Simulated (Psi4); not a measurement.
Psi4 input (wB97X-V/STO-3G):

```
memory 8100 MB

molecule {
0 1
H    -0.00000000   -0.00000000   -0.37201156
H     0.00000000    0.00000000    0.37201156
}

set {
  basis sto-3g
  scf_type df
}

energy('wb97x-v')
print_variables()
```

Output:

```
-----------------------------------------------------------------------
          Psi4: An Open-Source Ab Initio Electronic Structure Package
                               Psi4 1.11 release

    D. G. A. Smith, L. A. Burns, A. C. Simmonett, R. M. Parrish,
    M. C. Schieber, R. Galvelis, P. Kraus, H. Kruse, R. Di Remigio,
    A. Alenaizan, A. M. James, S. Lehtola, J. P. Misiewicz, M. Scheurer,
    R. A. Shaw, J. B. Schriber, Y. Xie, Z. L. Glick, D. A. Sirianni,
    J. S. O'Brien, J. M. Waldrop, A. Kumar, E. G. Hohenstein,
    B. P. Pritchard, B. R. Brooks, H. F. Schaefer III, A. Yu. Sokolov,
    K. Patkowski, A. E. DePrince III, U. Bozkaya, R. A. King,
    F. A. Evangelista, J. M. Turney, T. D. Crawford, C. D. Sherrill,
    J. Chem. Phys. 152(18) 184108 (2020). https://doi.org/10.1063/5.0006002

                            Additional Code Authors
    E. T. Seidl, C. L. Janssen, E. F. Valeev, M. L. Leininger,
    J. F. Gonthier, R. M. Richard, H. R. McAlexander, M. Saitow, X. Wang,
    P. Verma, M. H. Lechner, A. Jiang, S. Behnle, A. G. Heide,
    M. F. Herbst, D. L. Poole, T. Győri, E. C. Mitchell, J. P. Pederson,
    and A. M. Wallace

             Previous Authors, Complete List of Code Contributors,
                       and Citations for Specific Modules
    https://github.com/psi4/psi4/blob/master/codemeta.json
    https://github.com/psi4/psi4/graphs/contributors
    https://psicode.org/psi4manual/master/introduction.html#citing-psifour

    -----------------------------------------------------------------------

    Threads:    4
    Addons:     a̶d̶c̶c̶, a̶m̶b̶i̶t̶, b̶s̶e̶, c̶c̶t̶3̶, c̶f̶o̶u̶r̶, c̶h̶e̶m̶p̶s̶2̶, c̶p̶p̶e̶, d̶d̶x̶,
                d̶f̶t̶d̶3̶, d̶f̶t̶d̶4̶, dkh, ecpint, einsums, f̶o̶r̶t̶e̶, gauxc, g̶c̶p̶,
                g̶d̶m̶a̶, g̶e̶o̶m̶e̶t̶r̶i̶c̶, g̶p̶u̶_̶d̶f̶c̶c̶, i̶n̶t̶e̶g̶r̶a̶t̶o̶r̶x̶x̶,
                i̶p̶i̶, l̶i̶b̶e̶f̶p̶, m̶d̶i̶, m̶p̶2̶d̶, m̶r̶c̶c̶, ooo,
                o̶p̶e̶n̶f̶e̶r̶m̶i̶o̶n̶p̶s̶i̶4̶, pcmsolver, p̶s̶i̶4̶f̶o̶c̶k̶c̶i̶, p̶s̶i̶x̶a̶s̶,
                p̶y̶e̶i̶n̶s̶u̶m̶s̶, r̶e̶s̶p̶, s̶i̶m̶i̶n̶t̶, s̶n̶s̶m̶p̶2̶,
                v̶2̶r̶d̶m̶_̶c̶a̶s̶s̶c̶f̶

  ==> Input File <==

--------------------------------------------------------------------------
memory 8100 MB

molecule {
0 1
H    -0.00000000   -0.00000000   -0.37201156
H     0.00000000    0.00000000    0.37201156
}

set {
  basis sto-3g
  scf_type df
}

energy('wb97x-v')
print_variables()
--------------------------------------------------------------------------

   => Libint2 <=

    Primary   basis highest AM E, G, H:  7, 6, 3
    Auxiliary basis highest AM E, G, H:  7, 7, 4
    Onebody   basis highest AM E, G, H:  -, -, -
    Solid Harmonics ordering:            Gaussian

   => Loading Basis Set <=

    Name: STO-3G
    Role: ORBITAL
    Keyword: BASIS
    atoms 1-2 entry H          line    19 file sto-3g.gbs

         ---------------------------------------------------------
                                   SCF
               by Justin Turney, Rob Parrish, Andy Simmonett
                          and Daniel G. A. Smith
                              RKS Reference
                        4 Threads,   7724 MiB Core
         ---------------------------------------------------------

  ==> Geometry <==

    Molecular point group: d2h
    Full point group: D_inf_h

    Geometry (in Angstrom), charge = 0, multiplicity = 1:

       Center              X                  Y                   Z               Mass
    ------------   -----------------  -----------------  -----------------  -----------------
         H            0.000000000000     0.000000000000    -0.372011560000     1.007825032230
         H            0.000000000000     0.000000000000     0.372011560000     1.007825032230

  Running in d2h symmetry.

  Rotational constants: A = ************  B =     60.43221  C =     60.43221 [cm^-1]
  Rotational constants: A = ************  B = 1811712.12794  C = 1811712.12794 [MHz]
  Nuclear repulsion =    0.711237589861455

  Charge       = 0
  Multiplicity = 1
  Electrons    = 2
  Nalpha       = 1
  Nbeta        = 1

  ==> Algorithm <==

  SCF Algorithm Type is DF.
  DIIS enabled.
  MOM disabled.
  Fractional occupation disabled.
  Guess Type is SAD.
  Energy threshold   = 1.00e-06
  Density threshold  = 1.00e-06
  Integral threshold = 1.00e-12

  ==> Primary Basis <==

  Basis Set: STO-3G
    Blend: STO-3G
    Number of shells: 2
    Number of basis functions: 2
    Number of Cartesian functions: 2
    Spherical Harmonics?: true
    Max angular momentum: 0

  ==> DFT Potential <==

   => LibXC <=

    Version 7.1.2
    S. Lehtola, C. Steigemann, M. J. T. Oliveira, and M. A. L. Marques,  SoftwareX 7, 1–5 (2018) (10.1016/j.softx.2017.11.002)

   => Composite Functional: WB97X-V <=

    wB97X-V Hyb-GGA Exchange-Correlation Functional

    N. Mardirossian and M. Head-Gordon,  Phys. Chem. Chem. Phys. 16, 9904–9924 (2014) (10.1039/C3CP54374A)

    Deriv               =              1
    GGA                 =           TRUE
    Meta                =          FALSE

    Exchange Hybrid     =           TRUE
    MP2 Hybrid          =          FALSE

   => Exchange-Correlation Functionals <=

    1.0000   wB97X-V range-separated functional

   => Exact (HF) Exchange <=

    0.8330            HF,LR [omega = 0.3000]
    0.1670               HF

   => LibXC Density Thresholds  <==

    XC_HYB_GGA_XC_WB97X_V:  1.00E-14

   => VV10 Non-Local Parameters <=

    VV10 B              =     6.0000E+00
    VV10 C              =     1.0000E-02

   => Molecular Quadrature <=

    Radial Scheme          =       TREUTLER
    Pruning Scheme         =           NONE
    Nuclear Scheme         =       TREUTLER

    Blocking Scheme        =         OCTREE
    BS radius alpha        =              1
    Pruning alpha          =              1
    Radial Points          =             75
    Spherical Points       =            302
    Total Points           =          44640
    Total Blocks           =            392
    Max Points             =            256
    Max Functions          =              2
    Weights Tolerance      =       1.00E-15

   => Loading Basis Set <=

    Name: (STO-3G AUX)
    Role: JKFIT
    Keyword: DF_BASIS_SCF
    atoms 1-2 entry H          line    18 file def2-universal-jkfit.gbs

  ==> Integral Setup <==

  DFHelper Memory: AOs need 0.000 GiB; user supplied 5.655 GiB.
  SCF_SUBTYPE=INCORE selected. In-core MEM_DF algorithm will be used.
  Using in-core AOs.

  ==> MemDFJK: Density-Fitted J/K Matrices <==

    J tasked:                   Yes
    K tasked:                   Yes
    wK tasked:                  Yes
    Omega:                3.000E-01
    OpenMP threads:               4
    Algorithm:                 Core
    Schwarz Cutoff:           1E-12
    Mask sparsity (%):       0.0000
    Fitting Condition:        1E-10

   => Auxiliary Basis Set <=

  Basis Set: (STO-3G AUX)
    Blend: DEF2-UNIVERSAL-JKFIT
    Number of shells: 12
    Number of basis functions: 36
    Number of Cartesian functions: 40
    Spherical Harmonics?: true
    Max angular momentum: 2

  Cached 100.0% of DFT collocation blocks in 0.003 [GiB].

  Minimum eigenvalue in the overlap matrix is 1.0000000000E+00.
  Reciprocal condition number of the overlap matrix is 1.0000000000E+00.
    Using symmetric orthogonalization.

  ==> Pre-Iterations <==

  SCF Guess: Superposition of Atomic Densities via on-the-fly atomic UHF (no occupation information).

   -------------------------
    Irrep   Nso     Nmo
   -------------------------
     Ag         1       1
     B1g        0       0
     B2g        0       0
     B3g        0       0
     Au         0       0
     B1u        1       1
     B2u        0       0
     B3u        0       0
   -------------------------
    Total       2       2
   -------------------------

  ==> Iterations <==

                           Total Energy        Delta E     RMS |[F,P]|

   @DF-RKS iter SAD:    -0.81256700470590   -8.12567e-01   0.00000e+00
   @DF-RKS iter   1:    -1.15822018242331   -3.45653e-01   0.00000e+00 DIIS
   @DF-RKS iter   2:    -1.15822018242331    2.22045e-16   0.00000e+00 DIIS
  Energy and wave function converged.

  ==> Post-Iterations <==

   Electrons on quadrature grid:
      Ntotal   =    2.0000000002 ; deviation = 2.435e-10

    Orbital Energies [Eh]
    ---------------------

    Doubly Occupied:

       1Ag    -0.520982

    Virtual:

       1B1u    0.541561

    Final Occupation by Irrep:
             Ag   B1g   B2g   B3g    Au   B1u   B2u   B3u
    DOCC [     1,    0,    0,    0,    0,    0,    0,    0 ]
    NA   [     1,    0,    0,    0,    0,    0,    0,    0 ]
    NB   [     1,    0,    0,    0,    0,    0,    0,    0 ]

  @DF-RKS Final Energy:    -1.15822018242331

   => Energetics <=

    Nuclear Repulsion Energy =              0.7112375898614546
    One-Electron Energy =                  -2.5017608050446101
    Two-Electron Energy =                   0.9859908722046247
    DFT Exchange-Correlation Energy =      -0.3626280517410839
    Empirical Dispersion Energy =           0.0000000000000000
    VV10 Nonlocal Energy =                  0.0089402122963065
    Total Energy =                         -1.1582201824233083

Computation Completed

Properties will be evaluated at   0.000000,   0.000000,   0.000000 [a0]

Properties computed using the SCF density matrix

 Multipole Moments:

 ------------------------------------------------------------------------------------
     Multipole            Electronic (a.u.)      Nuclear  (a.u.)        Total (a.u.)
 ------------------------------------------------------------------------------------

 L = 1.  Multiply by 2.5417464519 to convert [e a0] to [Debye]
 Dipole X            :          0.0000000            0.0000000            0.0000000
 Dipole Y            :          0.0000000            0.0000000            0.0000000
 Dipole Z            :          0.0000000            0.0000000            0.0000000
 Magnitude           :                                                    0.0000000

 ------------------------------------------------------------------------------------

  Variable Map:
  ----------------------------------------------------------------------------
  "CURRENT ENERGY"              =>      -1.158220182423
  "CURRENT REFERENCE ENERGY"    =>      -1.158220182423
  "DD SOLVATION ENERGY"         =>       0.000000000000
  "DFT FUNCTIONAL TOTAL ENERGY" =>      -1.158220182423
  "DFT TOTAL ENERGY"            =>      -1.158220182423
  "DFT VV10 ENERGY"             =>       0.008940212296
  "DFT XC ENERGY"               =>      -0.362628051741
  "GRID ELECTRONS ALPHA"        =>       1.000000000122
  "GRID ELECTRONS BETA"         =>       1.000000000122
  "GRID ELECTRONS TOTAL"        =>       2.000000000243
  "NUCLEAR REPULSION ENERGY"    =>       0.711237589861
  "ONE-ELECTRON ENERGY"         =>      -2.501760805045
  "PCM POLARIZATION ENERGY"     =>       0.000000000000
  "PE ENERGY"                   =>       0.000000000000
  "SCF ITERATION ENERGY"        =>      -1.158220182423
  "SCF ITERATIONS"              =>       2.000000000000
  "SCF TOTAL ENERGY"            =>      -1.158220182423
  "TWO-ELECTRON ENERGY"         =>       0.985990872205
  "XC GRID RADIAL POINTS"       =>      75.000000000000
  "XC GRID SPHERICAL POINTS"    =>     302.000000000000
  "XC GRID TOTAL POINTS"        =>   44640.000000000000

  Array Variable Map:
  ----------------------------------------------------------------------------
  "CURRENT DIPOLE"              =>       0.000000000000 ... 0.000000000000 1 by 3
  "SCF DIPOLE"                  =>       0.000000000000 ... 0.000000000000 1 by 3
  "SCF TOTAL ENERGIES"          =>      -0.812567004706 ... -1.158220182423 1 by 3

*** Psi4 exiting successfully. Buy a developer a beer!
```
